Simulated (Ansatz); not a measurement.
# CHBSi+ (doublet): the correlation ladder, def2-TZVPP

One table from this session's results is given with a row withheld; the runs are named, their logs left out.

Computed with Ansatz 0.2.0, Gaussian basis. Level: def2-TZVPP, core rule «outside noble gas», up to 7 orbitals frozen.

To be run: UHF; ROHF; CCSD(T) on UHF.

2 further runs of the same task are left out: 2 set aside as unsound or not needed.

### The system

The geometry is a PBE0/def2-TZVP stationary point (not a proven minimum) of the parent state, kept for this charge and spin.

4 atoms, charge 1, spin multiplicity 2.

Atoms are counted from 1 here; the program's logs count them from 0.

Bond lengths: C1–B2 1.338 Å, C1–H4 1.073 Å, B2–Si3 1.848 Å. Angles: B2–C1–H4 180.0°, C1–B2–Si3 180.0°.

The first run:

in.yaml reads:

```yaml
crystal:
  periodic: [false, false, false]
  atoms:
    - {symbol: C, position_ang: [0.000000, 0.000000, 0.862700]}
    - {symbol: B, position_ang: [0.000000, 0.000000, -0.475200]}
    - {symbol: Si, position_ang: [0.000000, 0.000000, -2.322700]}
    - {symbol: H, position_ang: [0.000000, 0.000000, 1.935200]}
basis:
  gaussian: {orbitals: def2-TZVPP}
total_charge: 1
magnetization: {spin_polarized: true, initial_magnetization: 1}
hamiltonian: {xc: hf}
output: {orbitals: {seedname: orbitals}}
```

Run with:

```bash
$ ansatz run in.yaml --threads 1 --pin off --events-out ev --progress --plain --max-ram 4096MiB --backend cpu
```

Among the steps run: UHF; ROHF; CCSD(T) on UHF.

One table of the session follows, with a row left open; its other results are not shown here.

| method | from UCCSD(T) (meV) |
| --- | --- |
| ROHF | ? |
| UMP2 | +2157.6 |
| UCCSD | +484.0 |
| UCCSD(T) | 0 |

Estimate the missing values for ROHF.

The run gave: from UCCSD(T) (meV): +9092.6. In the column «from UCCSD(T) (meV)» it is the highest.

Left out of the table: UHF (another determinant or state than the rows shown).

Limits of these values: The determinant is far from a pure spin state, so its energy mixes those of several spin states (harmless only where they are near-degenerate, as at dissociation). Warnings: spin contamination; coupled cluster took another determinant than the lowest.
